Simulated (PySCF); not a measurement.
## Electron affinity of O by level of theory

O⁻ [He] 2s2 2p5 (2P) → O [He] 2s2 2p4 (3P), as a difference of total energies. Calculation: PySCF 2.14, in aug-cc-pVTZ-DK (5s4p3d2f, 46 functions); scalar relativity by spin-free X2C-1e. Correlated levels: valence: 1s2 frozen. The calculations carry no spin-orbit coupling.

| method | electron affinity (eV) | error (eV) |
| --- | --- | --- |
| UHF | -0.573 | -2.034 |
| LDA | 2.045 | +0.584 |
| PBE | 1.759 | +0.298 |
| PBE0 | 1.378 | -0.083 |
| r2SCAN | 1.505 | +0.044 |
| r2SCAN0 | 1.233 | -0.228 |
| M06 | 1.417 | -0.044 |
| B3LYP | 1.671 | +0.210 |
| B97-3 | 1.470 | +0.009 |
| MP2 (valence) | 1.410 | -0.051 |
| SCS-MP2 (valence) | 1.375 | -0.086 |

Reference: 1.461 eV (measured; photodetachment measurements, as compiled on the Wikipedia data page of electron affinities).

Errors of the correlated levels include the incompleteness of this basis and the frozen core.

A negative affinity means that the anion lies above the atom at that level of theory.

In the anion the highest occupied orbital energy is positive at LDA, PBE, PBE0, r2SCAN, r2SCAN0, M06, B3LYP, B97-3, a self-interaction effect; the basis confines that electron, and the energy difference can still be sensible.
